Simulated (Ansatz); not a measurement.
`NC#CCO` + H₂ → `C#CCO` + NH₃ at 400 K and 1 bar (hydrogenolysis of a C–N bond).

Computed with Ansatz on PBE0-D4/def2-TZVP structures; ΔE is electronic, products minus reactants. CCSD(T)/CBS adds triple-zeta CCSD(T) − MP2 to the extrapolated MP2 energy (def2 sets, frozen cores). This one scheme is used for every species. One conformer a species, not always the lowest.

| species | CCSD(T)/CBS energy (Eh) | H − E (kJ/mol) | S (J/(mol·K)) |
| --- | --- | --- | --- |
| `NC#CCO` | -246.95579 | 237.0 | 352.3 |
| H₂ | -1.17544 | 38.0 | 139.0 |
| `C#CCO` | -191.65368 | 184.4 | 308.3 |
| NH₃ | -56.50880 | 104.2 | 203.1 |

H − E and S are ideal-gas, rigid-rotor, harmonic terms from PBE0-D4/def2-TZVP, for one conformer and one mirror image of each species. The MP2-based limit puts H₂ 0.8 mEh under its directly extrapolated value; such offsets cancel only in part. 1 Eh = 2625.50 kJ/mol, R = 8.31446 J/(mol·K).

Task: By hand: ΔE, ΔH, ΔS and ΔG.

Result: ΔE = (-191.65368) + (-56.50880) − (-246.95579) − (-1.17544) = -0.03125 Eh = -82.0 kJ/mol. Δ(H − E) = 184.4 + 104.2 − 237.0 − 38.0 = 13.6, so ΔH = -68.4 kJ/mol. ΔS = 308.3 + 203.1 − 352.3 − 139.0 = 20.1 J/(mol·K). ΔG = -68.4 − 400 × (20.1)/1000 = -76.4 kJ/mol.

Task: By hand: the equilibrium constant, and the temperature at which ΔG would vanish if ΔH and ΔS stayed fixed.

Result: log₁₀ K = −ΔG/(RT ln 10) = 10.0. ΔH and −TΔS have one sign here, so there is no such temperature.

ΔH outweighs TΔS. A doubt of 5 kJ/mol in ΔE shifts log₁₀ K by 0.7 here. Other conformers and mirror images would add mixing entropy, several J/(mol·K) or more a flexible species. These are equilibria of isolated gas molecules and say nothing of rates. Largest T1 diagnostic: 0.012 (customary marks: 0.02 for closed shells, 0.045 for open ones).
